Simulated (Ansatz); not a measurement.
Geometry optimisation, RKS LDA/6-31G* in Ansatz.

Input file:

```yaml
crystal:
  periodic: [false, false, false]
  atoms:
    - { symbol: B, position_ang: [0.0, 0.0, 0.0] }
    - { symbol: H, position_ang: [0.5157, 0.0, 1.2908] }
    - { symbol: Cl, position_ang: [2.0511, 0.0, 0.1912] }
    - { symbol: Cl, position_ang: [-1.6108, 0.0, -0.93] }
basis:
  gaussian: { orbitals: "6-31G*" }
hamiltonian:
  xc: lda
relax:
  f_tol: 0.15
  max_steps: 25
  restrain:
    - { distance: [1, 2], at: 2.57, k: 30.0 }
    - { distance: [0, 1], at: 1.19, k: 30.0 }
    - { distance: [0, 2], at: 1.86, k: 30.0 }
output:
  orbitals: {}
```

Command:

```bash
$ ansatz run input.yaml --threads 1 --pin off --max-ram 2048MiB --backend cpu --events-out ev --progress --plain --runs-dir out
```

Where does it end, and by what steps?

The run converged. The restraints hold the end off the free minimum; the threshold counts their pulls, which the force column leaves out. Restrained pairs: H2–Cl3 (1.89 → 2.58 Å), B1–H2 (1.39 → 1.19 Å), B1–Cl3 (2.06 → 1.81 Å). After 5 steps the energy has fallen by 3.420 eV (the restraints' own energy left out); H2 moved furthest, 0.53 Å.

```csv
step,energy less start (eV),largest force component (eV/Å),accepted
0,0.0000,3.960,yes
1,-1.2626,3.335,yes
2,-2.4410,2.897,yes
3,-3.2815,2.106,yes
4,-3.4157,1.549,yes
5,-3.4201,1.488,yes
```

```xyz
4
Properties=species:S:1:pos:R:3
B 0.180 0.000 0.267
H 0.009 0.000 1.446
Cl 1.895 0.000 -0.307
Cl -1.128 0.000 -0.855
```

Run time: 12 s on 1 thread of Intel(R) Xeon(R) Processor @ 2.50GHz (Skylake/Cascade Lake), with other jobs on the host, peak memory 0.11 GiB.
